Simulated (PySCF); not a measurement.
Molecule: cyclopropene (SMILES C1=CC1).

Numbering as in the mapped SMILES `[CH:1]1=[CH:2][CH2:3]1`; H(Xn) means a hydrogen on atom n.

Geometry PBE0-D3(BJ)/def2-SVP throughout; GIAO in PySCF 2.14, gas phase, one conformer, non-relativistic; equivalent atoms averaged; functional PBE0.

**Question.** How do the shifts δ (against TMS at the same level) depend on the basis set? (ppm; last column core-seconds on shared hosts with different chips, so compare them loosely)

**Answer.** 
```csv
basis set,functions,C1/C2,C3,H(C1)/H(C2),H(C3),core-s
STO-3G,19,99.2,14.1,6.00,0.81,0.9
6-31G,35,109.5,5.1,7.04,1.46,1.5
pcSseg-0,35,124.5,4.9,6.73,1.63,1.4
6-31G*,50,106.7,6.7,6.86,1.17,1.8
def2-SVP,62,110.8,5.2,7.06,0.97,2
cc-pVDZ,62,111.9,6.9,7.14,1.05,2.2
pcSseg-1,71,118.5,5.8,7.29,1.16,2.5
"6-311+G(2d,p)",105,115.9,5.3,7.27,1.25,3.5
aug-cc-pVDZ,105,110.7,5.8,7.36,1.23,3.5
def2-TZVP,117,116.9,5.2,7.33,1.20,4.1
IGLO-III,145,119.6,5.3,7.31,1.22,5
cc-pVTZ,146,116.4,5.8,7.31,1.15,5.3
pcSseg-2,164,121.0,5.6,7.36,1.19,3
```

**Question.** Which nucleus moves most, in ppm?

**Answer.** C1/C2 (alkene CH): from 99.2 ppm with STO-3G to 124.5 ppm with pcSseg-0. The smallest spread is 0.82 ppm, at H(C3). Proton shifts span only some 12 ppm, so a few tenths of a ppm matter as much there as several ppm in carbon.

**Question.** Taking the largest basis, pcSseg-2 (164 functions), as the yardstick, rank the others by their worst heavy-atom deviation.

**Answer.** IGLO-III 1.4 ppm (145 functions), pcSseg-1 2.5 ppm (71 functions), pcSseg-0 3.5 ppm (35 functions), def2-TZVP 4.1 ppm (117 functions), cc-pVTZ 4.6 ppm (146 functions), 6-311+G(2d,p) 5.1 ppm (105 functions), cc-pVDZ 9.0 ppm (62 functions), def2-SVP 10.2 ppm (62 functions), aug-cc-pVDZ 10.3 ppm (105 functions), 6-31G 11.5 ppm (35 functions), 6-31G* 14.2 ppm (50 functions), STO-3G 21.8 ppm (19 functions).

A small basis that lands close on one nucleus may do so by chance; judge by the trend and by all nuclei.
